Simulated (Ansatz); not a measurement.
# HGeN, triplet along the distance Ge1-N2

Starting geometry (PBE0/def2-TZVP stationary point for this spin, not checked as a minimum):

| atom | x (Å) | y (Å) | z (Å) |
| --- | --- | --- | --- |
| Ge | 0.0000 | -0.0292 | 0.3009 |
| N | 0.0000 | 0.0385 | -1.5921 |
| H | 0.0000 | 1.5661 | 0.4378 |

From there N2 moves along the line of the two atoms named below, all else staying in place; atoms are numbered as listed. Energies are in kcal/mol, counted from the starting geometry at the same level. Kohn–Sham curves are unrestricted where that lies lower.

Basis cc-pVDZ; Ansatz 0.2.0. Correlated methods freeze the noble-gas cores and the filled d shells of p-block atoms. R marks a restricted (for open shells ROHF) determinant. No spin–orbit coupling is included, and no scalar relativity.

Unrestricted Kohn–Sham rows aren't spin-pure: their determinants' ⟨S²⟩ exceeds S(S+1) by up to 0.22, so they mix in states of higher spin. Coupled cluster chose its determinant by a search with trial CCSD, here up to 0.60 eV above the lowest Hartree–Fock solution of its kind. The reference follows the lowest state, whose symmetry changes along the scan.

Full CI isn't at hand for all of this; RCCSDTQ serves as the reference, and is uncertain by the last step of the cluster series or more.

```tsv
distance Ge1-N2 (Å)	B3LYP
1.727	4.7
1.894	0.0
2.127	4.4
2.644	28.6
```

Estimate the RCCSDTQ curve in cc-pVDZ from this one, knowing how B3LYP differs from it in such a basis.

The computed RCCSDTQ values, in kcal/mol from the starting point, and the difference of B3LYP against them:
```
distance Ge1-N2 (Å)  RCCSDTQ  B3LYP less RCCSDTQ
              1.727      3.2                 1.5
              1.894      0.0                 0.0
              2.127      2.7                 1.7
              2.644     21.6                 7.0
```

The difference spans 7.0 kcal/mol and is largest, 7.0 kcal/mol, at 2.644 Å.

In so small a basis the reference is far from its limit while semilocal and hybrid functionals are nearer theirs, so the functionals' errors here hold much of the reference's basis and frozen-core error, which can add to them or hide them.
